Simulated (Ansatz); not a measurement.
**C2H2ClFS: small, medium and large basis sets**

How large a basis does C2H2ClFS need? Two functionals are run in growing sets.

Program: Ansatz 0.2.0, Gaussian basis. Level of theory: one geometry, several basis sets. These are calculated values, not measurements.

The runs, in order: PBE0-D4/def2-SVP; ωB97M-V/def2-SVP; PBE0-D4/def2-QZVPP; ωB97M-V/def2-QZVPP; the functionals' def2-TZVPP values are taken from earlier runs.

**1. The relaxed structure**

All runs share one geometry, relaxed beforehand with PBE0-D4 in a triple-zeta def2 set.

SMILES `FC(Cl)C=S`, 7 atoms, charge 0, spin multiplicity 1.

Atoms are counted from 1 here; the program's logs count them from 0.

Bond lengths: F1–C2 1.357 Å, C2–Cl3 1.779 Å, C2–C4 1.495 Å, C2–H6 1.089 Å, C4–S5 1.600 Å, C4–H7 1.092 Å. Angles: F1–C2–Cl3 109.1°, F1–C2–C4 109.9°, F1–C2–H6 109.7°, Cl3–C2–C4 107.5°, Cl3–C2–H6 107.8°, C4–C2–H6 112.8°, C2–C4–S5 123.6°, C2–C4–H7 113.5°, S5–C4–H7 122.9°.

Geometry (Å):

```csv
atom,x (Å),y (Å),z (Å)
F1,-1.2998,-0.8039,0.7575
C2,-0.3378,-0.5151,-0.1556
Cl3,0.8936,-1.7990,-0.1280
C4,0.3396,0.7671,0.2078
S5,0.5702,1.9693,-0.8220
H6,-0.7729,-0.4934,-1.1536
H7,0.6682,0.8070,1.2483
```

**2. PBE0-D4 in def2-SVP**

Input file in.yaml:

```yaml
crystal:
  periodic: [false, false, false]
  atoms:
    - {symbol: F, position_ang: [-1.299813, -0.803912, 0.757473]}
    - {symbol: C, position_ang: [-0.337775, -0.515076, -0.155565]}
    - {symbol: Cl, position_ang: [0.893643, -1.798965, -0.128031]}
    - {symbol: C, position_ang: [0.339648, 0.767085, 0.207802]}
    - {symbol: S, position_ang: [0.570173, 1.969290, -0.821989]}
    - {symbol: H, position_ang: [-0.772883, -0.493390, -1.153647]}
    - {symbol: H, position_ang: [0.668208, 0.806969, 1.248256]}
basis:
  gaussian: {orbitals: def2-SVP}
hamiltonian: {xc: pbe0, dispersion: d4}
output: {orbitals: {seedname: orbitals}}
```

On the command line:

```bash
$ ansatz run in.yaml --threads 2 --pin off --events-out ev --progress --plain --max-ram 4352MiB
```

The runs that follow: ωB97M-V in def2-SVP; PBE0-D4 in def2-QZVPP; ωB97M-V in def2-QZVPP.

Before running them: what should the planned runs give, taken together? Wanted: PBE0-D4: double and triple zeta above quadruple; ωB97M-V: double and triple zeta above quadruple.

**Answer**, as computed:

| quantity | value |
| --- | --- |
| PBE0-D4: double and triple zeta above quadruple | 14.75, 0.94 eV |
| ωB97M-V: double and triple zeta above quadruple | 14.79, 0.90 eV |

In words: PBE0-D4 gains 13.81 eV from double to triple zeta, then 0.94 eV more. Total energies overstate the basis error of differences, where much of it tends to cancel.
